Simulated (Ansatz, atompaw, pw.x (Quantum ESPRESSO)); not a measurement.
pw.x on sc Br: one setting changed

Potential: PAW, atompaw 4.2.0.5, LDA (PW92); core [Ar] 3d10, reference 4s2 4p5; waves: 4s (bound): rc 1.95 bohr; 4s channel at -0.7 Ry: rc 1.95 bohr; 4p (bound): rc 1.95 bohr; 4p channel at 0.55 Ry: rc 1.95 bohr; 4d channel at -0.1 Ry: rc 1.95 bohr; 4d channel at 0.5 Ry: rc 1.95 bohr; local part: ultrasoft scheme with l = 3 at 0 Ry, radius 1.65 bohr; core correction: smooth core density matched at 1.10 bohr; augmentation: sinc compensation charge, radius 1.70 bohr; PAW radius 1.95 bohr; waves and projectors: custom polynom2 7 10 vanderbiltortho.

The reference run (k-mesh 11³, cutoffs 40/400 Ry, Fermi–Dirac 0.01 Ry, mixing_beta 0.4, conv_thr 1e-9, no spin) gives -0.03 GPa at 26.727 Å³/atom, where all-electron LAPW gives -0.01 GPa. This run, with its own iteration cap, changes mixing_ndim to 4.

```
&control
  calculation='scf', prefix='x', pseudo_dir='./', outdir='./tmp', tstress=.true., disk_io='none'
/
&system
  ibrav=0, nat=1, ntyp=1, ecutwfc=40, ecutrho=400, nbnd=11,
  occupations='smearing', smearing='fd', degauss=0.01
/
&electrons
  conv_thr=1e-09, mixing_beta=0.4, electron_maxstep=60, mixing_ndim=4
/
ATOMIC_SPECIES
Br 1.0 Br.UPF
CELL_PARAMETERS angstrom
  2.98985462 0.00000000 0.00000000
  0.00000000 2.98985462 0.00000000
  0.00000000 0.00000000 2.98985462
ATOMIC_POSITIONS crystal
Br 0.0000 0.0000 0.0000
K_POINTS automatic
11 11 11 0 0 0
```

```bash
pw.x < Br.scf.in > Br.scf.out
```

Problem. How does the run end?

Solution. It converges in 6 iterations; the free energy moves by +0.0 meV/atom and the pressure by +0.00 GPa. The result is that of the reference run.

```
Message from routine setup:
     using ibrav=0 with symmetry is DISCOURAGED, use correct ibrav instead
     lattice parameter (alat)  =       5.6500  a.u.
     unit-cell volume          =     180.3627 (a.u.)^3
     number of electrons       =         7.00
     number of Kohn-Sham states=           11
     kinetic-energy cutoff     =      40.0000  Ry
     charge density cutoff     =     400.0000  Ry
     scf convergence threshold =      1.0E-09
     Exchange-correlation= SLA PW NOGX NOGC
     number of k points=    56  Fermi-Dirac smearing, width (Ry)=  0.0100
     negative rho (up, down):  1.886E-03 0.000E+00
     iteration #  1     ecut=    40.00 Ry     beta= 0.40
     negative rho (up, down):  1.811E-03 0.000E+00
     total energy              =    -197.66126707 Ry
     estimated scf accuracy    <       0.00035916 Ry
     iteration #  2     ecut=    40.00 Ry     beta= 0.40
     negative rho (up, down):  1.714E-03 0.000E+00
     total energy              =    -197.66123037 Ry
     estimated scf accuracy    <       0.00010477 Ry
     iteration #  3     ecut=    40.00 Ry     beta= 0.40
     negative rho (up, down):  1.591E-03 0.000E+00
     total energy              =    -197.66124705 Ry
     estimated scf accuracy    <       0.00000543 Ry
     iteration #  4     ecut=    40.00 Ry     beta= 0.40
     negative rho (up, down):  1.282E-03 0.000E+00
     total energy              =    -197.66125061 Ry
     estimated scf accuracy    <       0.00000248 Ry
     iteration #  5     ecut=    40.00 Ry     beta= 0.40
     negative rho (up, down):  1.387E-03 0.000E+00
     total energy              =    -197.66125047 Ry
     estimated scf accuracy    <       0.00000089 Ry
     iteration #  6     ecut=    40.00 Ry     beta= 0.40
     negative rho (up, down):  1.385E-03 0.000E+00
     the Fermi energy is     4.3820 ev
!    total energy              =    -197.66125053 Ry
     estimated scf accuracy    <          3.2E-10 Ry
     smearing contrib. (-TS)   =      -0.00492603 Ry
     convergence has been achieved in   6 iterations
     negative rho (up, down):  1.385E-03 0.000E+00
          total   stress  (Ry/bohr**3)                   (kbar)     P=       -0.27
     Message from routine punch:
     Nothing written, as per user request (disk_io='none')
```

The run took about 9.5 s on one core of a shared host (Intel(R) Xeon(R) Platinum 8375C CPU @ 2.90GHz, 128 threads, 992 GiB, load 72).
